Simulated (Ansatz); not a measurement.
**Boltzmann transport of TiAl at constant τ**

The calculation used DFT PBEsol, scalar-relativistic, plane waves, PAW (Ansatz 0.2.0). Plane waves to 420 eV; Γ-centred k mesh 14×14×10; Fermi-Dirac smearing of 0.15 eV. No spin polarisation.

Equilibrium structure at this level:
```
CELL_PARAMETERS angstrom
2.79672 0.00000 0.00000
0.00000 2.79672 0.00000
0.00000 0.00000 4.04227
ATOMIC_POSITIONS crystal
Ti 0.00000 0.00000 0.00000
Al 0.50000 0.50000 0.50000
```

In a metal these results depend on the k mesh and the smearing.

Constant relaxation time and rigid bands. The levels are interpolated over the whole zone and filled by a Fermi function at the stated temperature, with the chemical potential set by the electron count. Seebeck coefficients of a few μV/K are small differences and uncertain even in sign.

(1) Give the Drude plasma energies, the density of states at the chemical potential and σ/τ at 300 K.

(2) And the Seebeck coefficient (μV/K)?

Answers

(1)
| Item | Value |
| --- | --- |
| Plasma energy xx, yy, zz | 5.09, 5.09, 4.60 eV |
| Density of states (thermally broadened) | 1.76 states/eV/cell |
| Conductivity over τ, xx, yy, zz | 5.3, 5.3, 4.3 ×10²⁰ (Ω·m·s)⁻¹ |

(2)
| T (K) | Sxx | Syy | Szz |
| --- | --- | --- | --- |
| 300 | -2.5 | -2.5 | -8.6 |
| 600 | -4.9 | -4.9 | -15.6 |
| 900 | -5.6 | -5.6 | -21.4 |

Cost: 1 run of about 1.3 core-minutes, on AMD EPYC 7R43 (Zen 3) (shared hosts).